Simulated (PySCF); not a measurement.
C₅H₈O.
Z-matrix (Å and degrees, GFN2-xTB geometry), rows numbered from 1:
```
C 
C   1  1.4834
C   2  1.3324  1  125.48
C   3  1.4729  2  121.55  1   179.38
C   4  1.5104  3  114.35  2  -179.07
O   4  1.2113  3  123.08  2     0.78
H   1  1.0900  2  109.74  3  -119.69
H   1  1.0872  2  111.48  3     1.25
H   1  1.0895  2  110.01  3   122.61
H   2  1.0831  1  116.56  3   179.67
H   3  1.0811  2  121.33  1    -0.37
H   5  1.0883  4  109.53  3    58.75
H   5  1.0884  4  109.60  3   -59.89
H   5  1.0864  4  110.26  3   179.42
```

Computed geometry: GFN2-xTB, gas phase.

Take the most abundant isotopes and a rigid rotor. The values belong to one conformer with, in the numbering `[CH3:1]/[CH:2]=[CH:3]/[C:4]([CH3:5])=[O:6]`, C2–C3–C4–C5 -179°.

(1) What are A, B and C (MHz)?

(2) What kind of rotor is it?

(3) What does the inertial defect say?

(4) Give the other two planar moments, Paa and Pbb, and the rms extents of the mass along the axes.

(5) Where do the levels up to J = 5 lie, in MHz?

Answers

(1) Ia = 55.46, Ib = 266.37, Ic = 315.58 u·Å²; 505379 MHz·u·Å²/I gives A = 9113, B = 1897, C = 1601 MHz.

(2) A near-prolate asymmetric top: κ = (2 × 1897 − 9113 − 1601)/(9113 − 1601) = -0.92.

(3) Not planar: Δ = Ic − Ia − Ib = -6.24 u·Å². For a rigid frame Δ = −2 Σ m c², so Σ m c² = 3.12 u·Å² lies off the ab plane, practically all of it from hydrogen. The atom farthest from that plane is 0.90 Å away.

(4) Paa = Σ m a² = (Ib + Ic − Ia)/2 = 263.25 and Pbb = Σ m b² = (Ia + Ic − Ib)/2 = 52.33 u·Å². With the mass M = 84.06 u, the rms extents √(P/M) along a, b and c are 1.77, 0.79, 0.19 Å.

(5) Above 0(0,0):
J = 1: 1(0,1) 3499, 1(1,1) 10715, 1(1,0) 11011
J = 2: 2(0,2) 10487, 2(1,2) 17416, 2(1,1) 18304, 2(2,1) 39952, 2(2,0) 39961
J = 3: 3(0,3) 20948, 3(1,3) 27463, 3(1,2) 29238, 3(2,2) 50448, 3(2,1) 50493, 3(3,1) 87273, 3(3,0) 87273
J = 4: 4(0,4) 34854, 4(1,4) 40849, 4(1,3) 43807, 4(2,3) 64436, 4(2,2) 64569, 4(3,2) 101285, 4(3,1) 101287, 4(4,1) 152817, 4(4,0) 152817
J = 5: 5(0,5) 52172, 5(1,5) 57566, 5(1,4) 61999, 5(2,4) 81910, 5(2,3) 82219, 5(3,3) 118808, 5(3,2) 118813, 5(4,2) 170330, 5(4,1) 170331, 5(5,1) 236587, 5(5,0) 236587
Those of J = 1 are B + C, A + C and A + B.

Whether it is a minimum is left open (no frequencies). Zero-point vibration and centrifugal distortion are left out.
